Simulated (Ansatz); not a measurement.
Born–Oppenheimer molecular dynamics of C₂H₅N (8 atoms, charge 0, multiplicity 1). It starts from a relaxed structure.

Computed with Ansatz, RKS r2SCANh-D4/6-31G*.

```yaml
ensemble: NVT, Langevin thermostat
time_step: 1 fs
steps_asked: 250
set_temperature: 100 K
friction: 0.001 /fs
seed: 275568
```

First frame:

```xyz
8
Properties=species:S:1:pos:R:3
C -0.713 0.750 -0.788
N 0.454 0.316 -0.564
C 0.625 -0.566 0.568
H -1.591 0.494 -0.173
H -0.878 1.418 -1.635
H -0.303 -0.768 1.127
H 1.044 -1.515 0.216
H 1.363 -0.128 1.248
```

(1) How far do the bonds stretch over the last three quarters of this one trajectory? (Pairs bonded in most of those frames.)

Results:

(1) 
```json
{"bond": "C1–N2", "mean (Å)": "1.265", "spread (Å)": "0.005", "shortest": "1.25", "longest": "1.28"}
{"bond": "C1–H4", "mean (Å)": "1.103", "spread (Å)": "0.015", "shortest": "1.08", "longest": "1.13"}
{"bond": "C1–H5", "mean (Å)": "1.092", "spread (Å)": "0.013", "shortest": "1.07", "longest": "1.12"}
{"bond": "N2–C3", "mean (Å)": "1.446", "spread (Å)": "0.010", "shortest": "1.43", "longest": "1.47"}
{"bond": "C3–H6", "mean (Å)": "1.103", "spread (Å)": "0.012", "shortest": "1.08", "longest": "1.13"}
{"bond": "C3–H7", "mean (Å)": "1.095", "spread (Å)": "0.007", "shortest": "1.08", "longest": "1.11"}
{"bond": "C3–H8", "mean (Å)": "1.096", "spread (Å)": "0.007", "shortest": "1.08", "longest": "1.11"}
```

Mean temperature of the second half: 59 K. The mean temperature of the second half is 41 % below the set value. A run of 0.25 ps of so small a system gives no equilibrium averages.

The run took 6.1 min on 1 thread of Arm Neoverse V2, on a shared host, peak memory 0.095 GiB.
